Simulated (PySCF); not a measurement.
Electron affinity of C by level of theory

C⁻ [He] 2s2 2p3 (4S) → C [He] 2s2 2p2 (3P), as a difference of total energies. Calculation: PySCF 2.14, in x2c-TZVPPall with one added diffuse shell each of s, p, d type (6s4p3d1f, 40 functions); scalar relativity by spin-free X2C-1e. Correlated levels: valence: 1s2 frozen; valence and next inner shell: nothing frozen. The calculations carry no spin-orbit coupling.

```tsv
method	electron affinity (eV)
UHF	0.450
LDA	1.793
PBE	1.572
PBE0	1.406
r2SCAN	1.482
BHandHLYP	1.023
revPBE	1.504
TPSS	1.432
wB97M-V	1.320
MP2 (valence)	1.238
SCS-MP2 (valence)	0.952
MP2 (valence and next inner shell)	1.243
SCS-MP2 (valence and next inner shell)	0.955
```

Question: How much does correlation contribute at MP2 (valence and next inner shell)?

Answer: 1.243 − (0.450) = 0.793 eV, measured against UHF.

Errors of the correlated levels include the incompleteness of this basis and the frozen core.

In the anion the highest occupied orbital energy is positive at LDA, PBE, PBE0, r2SCAN, BHandHLYP, revPBE, TPSS, a self-interaction effect; the basis confines that electron, and the energy difference can still be sensible.

For comparison: 1.262 eV (measured; photodetachment measurements, as compiled on the Wikipedia data page of electron affinities).
